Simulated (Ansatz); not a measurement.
Diamond-structure Si, treated with r²SCAN (Ansatz, a program for electronic structure, PAW).

Run with plane-wave cutoff 600 eV, 12×12×12 k mesh, finite displacements, scalar-relativistic PAW data made under PBE.

The cell has the measured lattice parameters. Conventional cell: a = 5.4300 Å, b = 5.4300 Å, c = 5.4300 Å, α = 90.00°, β = 90.00°, γ = 90.00°.

Si has the cubic space group Fd-3m, origin choice 1 (No. 227), the diamond structure, Pearson symbol cF8. Cell: a = b = c = 5.4300 Å, α = β = γ = 90.00°. Si on 8a is coordinated by 4 Si at 2.351 Å (tetrahedral). (Neighbours: up to the widest gap in distance over summed covalent radii, below 1.35, at either atom.)
(The calculation used a cell of 2 atoms; values per cell refer to that cell.)

Harmonic phonon frequencies (cm⁻¹; i marks an imaginary mode):

| q point | frequencies |
|---|---|
| Γ | ___ |
| X | ___ |
| L | 116 116 385 419 497 497 |

Task: Fill in the missing entries.

Result: 
- Γ, frequencies: 0 0 0 522 522 522
- X, frequencies: 155 155 420 420 466 466

Measured, for comparison: zone-centre TO phonon frequency 525 cm⁻¹ (low temperature, zero-point motion not removed; as tabulated in Tanner et al. (2021), arXiv:2110.11888). Computed (rounded) less measured: zone-centre TO phonon frequency -0.6 %.

No imaginary mode appears at these points.

Note: the cell isn't this level's own, so it is under some stress, which shifts stiffness and frequencies.
